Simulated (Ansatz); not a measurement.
**How well does each level of theory give the formation enthalpy of rock-salt TiC?**

Reference value: -0.956 ± 0.02 eV/atom (measured, 298 K, copied from a table, unchecked, not corrected to a static lattice; as tabulated in Wang et al. (2021), doi:10.1038/s41598-021-94550-5).

What do LDA, PBE, PBE-D3(BJ), r²SCAN, HSE06-D3(BJ) give, and how far is each from the reference?


```tsv
level (code)	value (eV/atom)	difference (eV/atom)
LDA (Ansatz)	-0.946	+0.010
PBE (Ansatz)	-0.831	+0.125
PBE-D3(BJ) (Ansatz)	-0.903	+0.053
r²SCAN (Ansatz)	-0.989	-0.033
HSE06-D3(BJ) (Ansatz)	-1.076	-0.120
```

Once the reference is moved by up to 0.030 eV/atom (a margin picked here for doubts on the reference and the settings, and for temperature and zero-point motion) and values within 0.010 eV/atom count as equal, the nearest can be LDA (+0.010 eV/atom), r²SCAN (-0.033 eV/atom) or PBE-D3(BJ) (+0.053 eV/atom). By the same margin the farthest can be PBE (+0.125 eV/atom) or HSE06-D3(BJ) (-0.120 eV/atom). Within 0.2 eV/atom: LDA, PBE, PBE-D3(BJ), r²SCAN, HSE06-D3(BJ).

The measured value isn't corrected to a static lattice, so vibrations enter the comparison.  Each level is taken at its own relaxed cell. Ansatz's density-functional and Hartree–Fock values are scalar-relativistic unless marked +SOC, with PAW data made under PBE.

Differences are worked out from the printed values.

Ansatz is an electronic-structure program.
